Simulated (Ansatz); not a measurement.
# Pulling the pair apart

The pair of OH⁻ (SMILES [OH-], atoms 1–2) and HCN (SMILES C#N, atoms 3–5), both closed shells, in one local arrangement (a lower one may exist), relaxed at PBE0-D4/def2-TZVPD:

O1  (-0.408, -0.176, -0.959)
H2  (0.395, 0.166, -1.379)
C3  (-0.041, -0.016, 0.463)
N4  (1.005, 0.430, 0.895)
H5  (-0.952, -0.404, 0.980)
(Å)

HCN is shifted rigidly along the line between the mean atom positions of the two fragments (negative: closer). Counterpoise interaction energies in kcal/mol. Computed with Ansatz 0.2.0 (basis: def2-TZVPPD); correlated methods freeze the cores.

```
shift (Å)  wB97M-V  r2SCAN-D4  PBE-D4
    -0.15   -36.03     -39.40  -36.29
    -0.07   -41.08     -44.38  -41.58
     0.00   -42.70     -46.12  -43.62
     0.07   -42.22     -45.92  -43.74
     0.18   -39.69     -43.96  -42.21
     0.37   -33.17     -38.55  -37.60
     0.74   -22.03     -28.22  -28.32
     1.48    -9.41     -14.55  -15.53
```

Task: What does CCSD(T) give at these shifts? (To be estimated.)

Result: Computed: -25.09, -30.78, -33.00, -33.13, -31.51, -26.80, -18.38, -8.19 kcal/mol. For zero shift, CCSD(T) at an estimated basis limit (MP2 extrapolated from triple and quadruple zeta, plus CCSD(T) − MP2 in triple zeta) gives -37.34 kcal/mol. These are counterpoise interaction energies, counted from the two frozen fragments.

T1 diagnostic: at most 0.023. The restricted Hartree–Fock reference is unstable towards an unrestricted one here.

For scale, one of the runs: CCSD(T)/def2-TZVPPD, 148 basis functions, launched by `ansatz run in.yaml --threads 2 --pin off --events-out ev --progress --plain --max-ram 5222MiB`. Time: 11 s of wall clock on 2 CPU threads of an Intel Xeon Platinum 8488C; the host was shared. Peak host memory: 1 GiB.
